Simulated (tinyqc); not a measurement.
MP2 on RHF in the sto-3g basis, frozen core, for H2O, spin multiplicity 1, step by step. One step of it, computed by the program tinyqc.

Question. Iteration 8 (converged): orbitals. Diagonalise F' = X^T F X, C = X C', fill 5 alpha and 5 beta electrons from the bottom; D = 2 C_occ C_occ^T. Each column has its largest component positive (the first on a tie).

converged F (hartree):
```
             1O 1s      1O 2s     1O 2px     1O 2py     1O 2pz      2H 1s      3H 1s
1O 1s   -20.222296  -5.161699   0.000000   0.000000  -0.029288  -1.227661  -1.227661
1O 2s    -5.161699  -2.444162   0.000000   0.000000  -0.124257  -1.041525  -1.041525
1O 2px    0.000000   0.000000  -0.387081   0.000000   0.000000   0.000000   0.000000
1O 2py    0.000000   0.000000   0.000000  -0.333076   0.000000  -0.410925   0.410925
1O 2pz   -0.029288  -0.124257   0.000000   0.000000  -0.351416  -0.348300  -0.348300
2H 1s    -1.227661  -1.041525   0.000000  -0.410925  -0.348300  -0.588485  -0.383395
3H 1s    -1.227661  -1.041525   0.000000   0.410925  -0.348300  -0.383395  -0.588485
```

X:
```
            1O 1s      1O 2s    1O 2px     1O 2py     1O 2pz      2H 1s      3H 1s
1O 1s    1.024273  -0.144223  0.000000   0.000000  -0.009866   0.022438   0.022438
1O 2s   -0.144223   1.259237  0.000000   0.000000   0.109199  -0.306148  -0.306148
1O 2px   0.000000   0.000000  1.000000   0.000000   0.000000   0.000000   0.000000
1O 2py   0.000000   0.000000  0.000000   1.126352   0.000000  -0.244638   0.244638
1O 2pz  -0.009866   0.109199  0.000000   0.000000   1.050249  -0.141339  -0.141339
2H 1s    0.022438  -0.306148  0.000000  -0.244638  -0.141339   1.218238  -0.086066
3H 1s    0.022438  -0.306148  0.000000   0.244638  -0.141339  -0.086066   1.218238
```

Give: F' = X^T F X; orbital energies; coefficients C; D after iteration 8.

Answer.

F' = X^T F X (hartree):
```
         1       2       3       4       5       6       7
1  -19.842  -2.697   0.000   0.000  -0.054  -0.196  -0.196
2   -2.697  -1.205   0.000   0.000   0.112  -0.534  -0.534
3    0.000   0.000  -0.387   0.000   0.000   0.000   0.000
4    0.000   0.000   0.000   0.006   0.000  -0.496   0.496
5   -0.054   0.112   0.000   0.000  -0.210  -0.319  -0.319
6   -0.196  -0.534   0.000  -0.496  -0.319   0.030  -0.106
7   -0.196  -0.534   0.000   0.496  -0.319  -0.106   0.030
```

orbital energies (hartree): MO1 -20.231, MO2 -1.267, MO3 -0.633, MO4 -0.440, MO5 -0.387, MO6 0.605, MO7 0.775

coefficients C:
```
           MO1     MO2     MO3     MO4    MO5     MO6     MO7
1O 1s    0.994  -0.233   0.000   0.100  0.000  -0.137   0.000
1O 2s    0.027   0.830   0.000  -0.521  0.000   0.919   0.000
1O 2px   0.000   0.000   0.000   0.000  1.000   0.000   0.000
1O 2py   0.000   0.000   0.599   0.000  0.000   0.000   1.014
1O 2pz   0.004   0.127   0.000   0.798  0.000   0.708   0.000
2H 1s   -0.006   0.161   0.441   0.266  0.000  -0.811  -0.846
3H 1s   -0.006   0.161  -0.441   0.266  0.000  -0.811   0.846
```

D after iteration 8:
```
         1O 1s   1O 2s  1O 2px  1O 2py  1O 2pz   2H 1s   3H 1s
1O 1s    2.105  -0.437   0.000   0.000   0.109  -0.034  -0.034
1O 2s   -0.437   1.924   0.000   0.000  -0.621  -0.011  -0.011
1O 2px   0.000   0.000   2.000   0.000   0.000   0.000   0.000
1O 2py   0.000   0.000   0.000   0.718   0.000   0.528  -0.528
1O 2pz   0.109  -0.621   0.000   0.000   1.307   0.465   0.465
2H 1s   -0.034  -0.011   0.000   0.528   0.465   0.581  -0.195
3H 1s   -0.034  -0.011   0.000  -0.528   0.465  -0.195   0.581
```
